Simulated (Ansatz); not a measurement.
**Structure relaxation of Be₃Cd**

Method: DFT PBE, scalar-relativistic, plane waves, PAW (Ansatz). Cutoff 420 eV, Γ-centred k mesh, Gaussian smearing, no spin polarisation in the final step.

Be₃Cd was placed on the Cu3Au (L1_2) structure type (Pm-3m, No. 221), with Cd in place of Au, Be in place of Cu, at a guessed volume.

```xyz
4
Lattice="3.5714 0.0000 0.0000 0.0000 3.5714 0.0000 0.0000 0.0000 3.5714" Properties=species:S:1:pos:R:3 pbc="T T T"
Be    0.0000    1.7857    1.7857
Be    1.7857    0.0000    1.7857
Be    1.7857    1.7857    0.0000
Cd    0.0000    0.0000    0.0000
```

Cell and atoms relax at zero pressure; the relaxation can't lower the symmetry of the start.

Energies over the elements count from the elements' standard structures at the same level, with no empirical corrections.

Question: Which crystal results?

Answer: It keeps Pm-3m (No. 221). The result has the Cu3Au (L1_2) structure. Conventional cell: a = 3.588 Å. Be has 4 Cd at 2.54 Å and 8 Be at 2.54 Å; Cd has 12 Be at 2.54 Å.

```
Be Cd
1.0
     3.58820    0.00000    0.00000
     0.00000    3.58820    0.00000
     0.00000    0.00000    3.58820
Be Cd
3 1
Cartesian
  0.0000 1.7941 1.7941
  1.7941 0.0000 1.7941
  1.7941 1.7941 0.0000
  0.0000 0.0000 0.0000
```

Question: What are its volume, energy, density and gap?

Answer: The volume per atom is 11.55 Å³. The density is 5.01 g/cm³ and the energy over the elements is 0.48 eV/atom. The gap on the 14×14×14 mesh is 0 eV (a metal).

The final run used a 14×14×14 mesh on its 4-atom cell and 0.10 eV smearing. The k mesh leaves about 4 meV/atom of noise in metals. A structure relaxed within its symmetry needn't be a true minimum.

Cost: 2 runs of about 0.38 core-minutes in all, on Arm Neoverse V1 (shared hosts).